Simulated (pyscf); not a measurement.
H₃C–CH₂–InH₂ (SMILES C[CH2][InH2]) → H₃C–CH₂–In (SMILES C[CH2][In]) [singlet] + H₂ (SMILES [H][H]) (1,1-elimination; singlet surface; H–In, H–In broken, H–H formed). PySCF, gas phase, ωB97X-D3(BJ)/def2-SVP geometries. Energies in eV from the reactant's lowest minimum found.

```csv
level,barrier,reaction energy
ωB97X-D3(BJ)/def2-TZVP,2.58,+0.24
PBE/def2-TZVP,1.95,0.00
B3LYP-D3(BJ)/def2-TZVP,[?],-0.10
PBE0-D3(BJ)/def2-TZVP,2.24,+0.15
M06-2X/def2-TZVP,2.43,0.00
ωB97M-D3(BJ)/def2-TZVP,[?],[?]
```

Q: Complete the blanks.

A: 
- B3LYP-D3(BJ)/def2-TZVP, barrier: 2.18
- ωB97M-D3(BJ)/def2-TZVP, barrier: 2.46
- ωB97M-D3(BJ)/def2-TZVP, reaction energy: +0.14

The functionals in the table span 0.62 eV in this barrier, from PBE to ωB97X-D3(BJ)/def2-TZVP. H₃C–CH₂–InH₂ lies 0.36 eV over its isomer H₃C–InH–CH₃ (electronic energy, ωB97M-D3(BJ)/def2-TZVP). One saddle was located; it need not be the lowest between these sides. Elements past Kr carry the def2 core potentials, without spin-orbit coupling.
